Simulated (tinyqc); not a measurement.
Worked calculation: UHF in the sto-6g basis, for NH, spin multiplicity 3. One step of it, computed by the program tinyqc.

Task: Iteration 2: building the Fock matrix. J_ij = sum D_kl (ij|kl) with D = D(alpha) + D(beta), K_ij = sum D_kl (ik|jl) for each spin; F = H + J - K(s); E = tr D H + tr D J / 2 - 0.5 sum_s tr D(s) K(s) + E_nn.

D(alpha) after iteration 1, order 1N 1s, 1N 2s, 1N 2px, 1N 2py, 1N 2pz, 2H 1s:
$$\begin{pmatrix}
1.055807 & -0.244017 & 0.000000 & 0.000000 & 0.002368 & 0.003195 \\
-0.244017 & 1.069125 & 0.000000 & 0.000000 & -0.014609 & -0.025469 \\
0.000000 & 0.000000 & 1.000000 & 0.000000 & 0.000000 & 0.000000 \\
0.000000 & 0.000000 & 0.000000 & 1.000000 & 0.000000 & 0.000000 \\
0.002368 & -0.014609 & 0.000000 & 0.000000 & 0.948653 & 0.079589 \\
0.003195 & -0.025469 & 0.000000 & 0.000000 & 0.079589 & 0.007234
\end{pmatrix}$$

D(beta) after iteration 1, order 1N 1s, 1N 2s, 1N 2px, 1N 2py, 1N 2pz, 2H 1s:
$$\begin{pmatrix}
1.055332 & -0.241371 & 0.000000 & 0.000000 & 0.005091 & -0.002338 \\
-0.241371 & 1.054847 & 0.000000 & 0.000000 & -0.028505 & -0.000188 \\
0.000000 & 0.000000 & 0.000000 & 0.000000 & 0.000000 & 0.000000 \\
0.000000 & 0.000000 & 0.000000 & 0.000000 & 0.000000 & 0.000000 \\
0.005091 & -0.028505 & 0.000000 & 0.000000 & 0.936585 & 0.095890 \\
-0.002338 & -0.000188 & 0.000000 & 0.000000 & 0.095890 & 0.009829
\end{pmatrix}$$

core Hamiltonian H = T + V (hartree), order 1N 1s, 1N 2s, 1N 2px, 1N 2py, 1N 2pz, 2H 1s:
$$\begin{pmatrix}
-24.808680 & -5.411055 & 0.000000 & 0.000000 & -0.008467 & -0.554786 \\
-5.411055 & -6.563102 & 0.000000 & 0.000000 & -0.100682 & -1.453094 \\
0.000000 & 0.000000 & -5.275085 & 0.000000 & 0.000000 & 0.000000 \\
0.000000 & 0.000000 & 0.000000 & -5.275085 & 0.000000 & 0.000000 \\
-0.008467 & -0.100682 & 0.000000 & 0.000000 & -5.333049 & -1.274047 \\
-0.554786 & -1.453094 & 0.000000 & 0.000000 & -1.274047 & -3.058066
\end{pmatrix}$$

Two-electron integrals (ij|kl) in chemists' order, unique and non-zero (hartree):
```
(11|11) 4.168742   (21|11) 0.583648   (21|21) 0.104114   (22|11) 0.968487
(22|21) 0.214450   (22|22) 0.708398   (31|31) 0.022075   (32|31) 0.033611
(32|32) 0.156576   (33|11) 0.968488   (33|21) 0.214450   (33|22) 0.708398
(33|33) 0.763241   (41|41) 0.022075   (42|41) 0.033611   (42|42) 0.156576
(43|43) 0.041133   (44|11) 0.968488   (44|21) 0.214450   (44|22) 0.708398
(44|33) 0.680975   (44|44) 0.763241   (51|51) 0.022075   (52|51) 0.033611
(52|52) 0.156576   (53|53) 0.041133   (54|54) 0.041133   (55|11) 0.968488
(55|21) 0.214450   (55|22) 0.708398   (55|33) 0.680975   (55|44) 0.680975
(55|55) 0.763241   (61|11) 0.062894   (61|21) 0.010775   (61|22) 0.021786
(61|33) 0.021728   (61|44) 0.021728   (61|51) 0.000605   (61|52) 0.001197
(61|55) 0.021902   (61|61) 0.001141   (62|11) 0.182611   (62|21) 0.041137
(62|22) 0.154026   (62|33) 0.150740   (62|44) 0.150740   (62|51) 0.003688
(62|52) 0.029091   (62|55) 0.160597   (62|61) 0.004335   (62|62) 0.046741
(63|31) 0.004043   (63|32) 0.023839   (63|53) 0.005585   (63|63) 0.005480
(64|41) 0.004043   (64|42) 0.023839   (64|54) 0.005585   (64|64) 0.005480
(65|11) 0.159018   (65|21) 0.036258   (65|22) 0.144006   (65|33) 0.137539
(65|44) 0.137539   (65|51) 0.006742   (65|52) 0.048264   (65|55) 0.156938
(65|61) 0.003961   (65|62) 0.052307   (65|65) 0.063001   (66|11) 0.369463
(66|21) 0.084676   (66|22) 0.363006   (66|33) 0.348377   (66|44) 0.348377
(66|51) 0.008082   (66|52) 0.089800   (66|55) 0.392262   (66|61) 0.008971
(66|62) 0.151622   (66|65) 0.188725   (66|66) 0.774999
```

nuclear repulsion = 2.60129247 hartree

Give: Coulomb J; exchange K(alpha); exchange K(beta); F(alpha); F(beta); total energy of this density.

Result:

Coulomb J (hartree), order 1N 1s, 1N 2s, 1N 2px, 1N 2py, 1N 2pz, 2H 1s:
$$\begin{pmatrix}
14.1069 & 2.4318 & 0.0000 & 0.0000 & -0.0003 & 0.2546 \\
2.4318 & 6.1422 & 0.0000 & 0.0000 & 0.0040 & 1.2931 \\
0.0000 & 0.0000 & 6.1156 & 0.0000 & 0.0000 & 0.0000 \\
0.0000 & 0.0000 & 0.0000 & 6.1156 & 0.0000 & 0.0000 \\
-0.0003 & 0.0040 & 0.0000 & 0.0000 & 6.1955 & 1.1959 \\
0.2546 & 1.2931 & 0.0000 & 0.0000 & 1.1959 & 2.9691
\end{pmatrix}$$

exchange K(alpha) (hartree), order 1N 1s, 1N 2s, 1N 2px, 1N 2py, 1N 2pz, 2H 1s:
$$\begin{pmatrix}
4.2929 & 0.6823 & 0.0000 & 0.0000 & 0.0006 & 0.0774 \\
0.6823 & 1.2217 & 0.0000 & 0.0000 & 0.0007 & 0.2540 \\
0.0000 & 0.0000 & 1.0174 & 0.0000 & 0.0000 & 0.0000 \\
0.0000 & 0.0000 & 0.0000 & 1.0174 & 0.0000 & 0.0000 \\
0.0006 & 0.0007 & 0.0000 & 0.0000 & 1.0036 & 0.2216 \\
0.0774 & 0.2540 & 0.0000 & 0.0000 & 0.2216 & 0.1463
\end{pmatrix}$$

exchange K(beta) (hartree), order 1N 1s, 1N 2s, 1N 2px, 1N 2py, 1N 2pz, 2H 1s:
$$\begin{pmatrix}
4.2480 & 0.6148 & 0.0000 & 0.0000 & 0.0004 & 0.0694 \\
0.6148 & 0.9060 & 0.0000 & 0.0000 & -0.0030 & 0.2139 \\
0.0000 & 0.0000 & 0.2119 & 0.0000 & 0.0000 & 0.0000 \\
0.0000 & 0.0000 & 0.0000 & 0.2119 & 0.0000 & 0.0000 \\
0.0004 & -0.0030 & 0.0000 & 0.0000 & 0.9177 & 0.2168 \\
0.0694 & 0.2139 & 0.0000 & 0.0000 & 0.2168 & 0.1482
\end{pmatrix}$$

F(alpha) (hartree), order 1N 1s, 1N 2s, 1N 2px, 1N 2py, 1N 2pz, 2H 1s:
$$\begin{pmatrix}
-14.9947 & -3.6615 & 0.0000 & 0.0000 & -0.0093 & -0.3776 \\
-3.6615 & -1.6426 & 0.0000 & 0.0000 & -0.0974 & -0.4140 \\
0.0000 & 0.0000 & -0.1769 & 0.0000 & 0.0000 & 0.0000 \\
0.0000 & 0.0000 & 0.0000 & -0.1769 & 0.0000 & 0.0000 \\
-0.0093 & -0.0974 & 0.0000 & 0.0000 & -0.1412 & -0.2998 \\
-0.3776 & -0.4140 & 0.0000 & 0.0000 & -0.2998 & -0.2352
\end{pmatrix}$$

F(beta) (hartree), order 1N 1s, 1N 2s, 1N 2px, 1N 2py, 1N 2pz, 2H 1s:
$$\begin{pmatrix}
-14.9498 & -3.5940 & 0.0000 & 0.0000 & -0.0091 & -0.3697 \\
-3.5940 & -1.3269 & 0.0000 & 0.0000 & -0.0937 & -0.3740 \\
0.0000 & 0.0000 & 0.6286 & 0.0000 & 0.0000 & 0.0000 \\
0.0000 & 0.0000 & 0.0000 & 0.6286 & 0.0000 & 0.0000 \\
-0.0091 & -0.0937 & 0.0000 & 0.0000 & -0.0553 & -0.2949 \\
-0.3697 & -0.3740 & 0.0000 & 0.0000 & -0.2949 & -0.2371
\end{pmatrix}$$

total energy of this density = -54.371061 hartree
